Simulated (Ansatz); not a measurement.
# SiCF (doublet): wave-function methods side by side at a displaced geometry (v2), cc-pVDZ

An exercise on one series of results from a longer session: the logs are not shown, and one member is left open.

Program: Ansatz 0.2.0, Gaussian basis. Level of theory: cc-pVDZ, core rule «outside noble gas», up to 7 orbitals frozen. These are calculated values, not measurements.

To be run: UHF; CCSD(T) on ROHF; CCSD(T) on UHF; BCCD(T) on ROHF; CISD; CCSDT(Q) on ROHF; CCSDT(Q) on UHF.

28 further runs of the same task are left out: 8 for a known fault of the program, 11 that didn't finish, 9 set aside as unsound or not needed.

## The geometry

The geometry is a PBE0/def2-TZVP stationary point (not a proven minimum) with its atoms shifted at random (size 0.100 Å).

3 atoms, charge 0, spin multiplicity 2.

Atoms are counted from 1 here; the program's logs count them from 0.

Bond lengths: C1–Si2 1.727 Å, Si2–F3 1.598 Å. Angles: C1–Si2–F3 171.6°.

Set-up of the first run:

The input, in.yaml:

```yaml
crystal:
  periodic: [false, false, false]
  atoms:
    - {symbol: C, position_ang: [0.084376, 0.005225, 1.677798]}
    - {symbol: Si, position_ang: [-0.080498, 0.013599, -0.040809]}
    - {symbol: F, position_ang: [-0.003878, -0.018825, -1.636989]}
basis:
  gaussian: {orbitals: cc-pVDZ}
magnetization: {spin_polarized: true, initial_magnetization: 1}
hamiltonian: {xc: hf}
output: {orbitals: {seedname: orbitals}}
```

Launch:

```console
> ansatz run in.yaml --threads 1 --pin off --events-out ev --progress --plain --max-ram 2393MiB
```

Steps of the session up to this table: UHF; CCSD(T) on ROHF; CCSD(T) on UHF; BCCD(T) on ROHF; CISD; CCSDT(Q) on ROHF; CCSDT(Q) on UHF.

One of the session's tables, all rows but one given; the rest of the session is left out.

It belongs to the step «Misses and costs». 

```
   method  from RCCSDT(Q) (meV)
     ROHF              +11895.9
      UHF              +11278.6
     RMP2               +1054.5
     UMP2                     ?
     CISD               +1926.9
    RCCSD                +612.2
    UCCSD                +638.5
 RCCSD(T)                +101.4
 UCCSD(T)                +150.0
  BCCD(T)                +101.1
   RCCSDT                 +68.2
   UCCSDT                 +80.2
RCCSDT(Q)                     0
UCCSDT(Q)                  -4.1
```

Q: Estimate the row for UMP2 from the others.

As computed: from RCCSDT(Q) (meV): +1975.5. In the column «from RCCSDT(Q) (meV)» it lies between CISD (+1926.9) and UHF (+11278.6).

Caveats from the session: The determinant is far from a pure spin state, so its energy mixes those of several spin states (harmless only where they are near-degenerate, as at dissociation). Warnings: spin contamination; coupled cluster took another determinant than the lowest. Restricted and unrestricted rows rest on different reference determinants; where their highest levels disagree by more than a few hundredths of an eV, they describe different states and don't form one ladder.
